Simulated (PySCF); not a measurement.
Input of a run (PBE0-D3(BJ)/def2-SVP geometry optimisation, gas phase (PySCF 2.14.0)), started from GFN2-xTB:
```
{"job": {"xc": "PBE0", "basis": "def2-SVP", "d3": "d3bj", "grid": 1, "kind": "geom"}, "charge": 0, "multiplicity": 1}
C     -0.623710     0.024568    -0.031240
C      0.515926    -0.018435    -0.379648
F      1.742514    -0.066542    -0.754104
H     -1.624497     0.065182     0.270498
```

Output (energies in Eh, forces in Eh/bohr):
```
step   0  E = -176.21887727  max force = 0.036850
step   1  E = -176.21959168  max force = 0.004307
step   2  E = -176.21981716  max force = 0.002442
step   3  E = -176.21989616  max force = 0.000975
step   4  E = -176.21990597  max force = 0.000689
step   5  E = -176.21991749  max force = 0.000077
optimisation converged
```

Task: Summarise the run.

Result: The energy falls by 0.65 kcal/mol over 6 energy and gradient evaluations, the largest force component goes from 0.0369 to 7.7e-05 Eh/bohr, and the atoms move by 0.014 Å rms after alignment. The bond that changes most is C1–H4 (terminal alkyne carbon to alkyne hydrogen), which lengthens by 0.027 Å. Bonds longer at the end by more than 0.005 Å: 2 of 3; shorter: 1. The energy never rose by more than 1e-6 Eh on the way. The first step brought 69 % of the lowering.

Task: What are the final bond lengths?

Result: C1≡C2 1.204 Å, C2–F3 1.270 Å, C1–H4 1.073 Å. Numbering counts from 1 in the input's order; the species is `C#CF` (C2HF).

The run used 47 basis functions and 37 SCF cycles in all. The run took 3.1 s wall on one thread, Arm Neoverse V1 (aarch64), on a shared host, and the process peaked at 0.26 GiB of memory.

No frequency check.
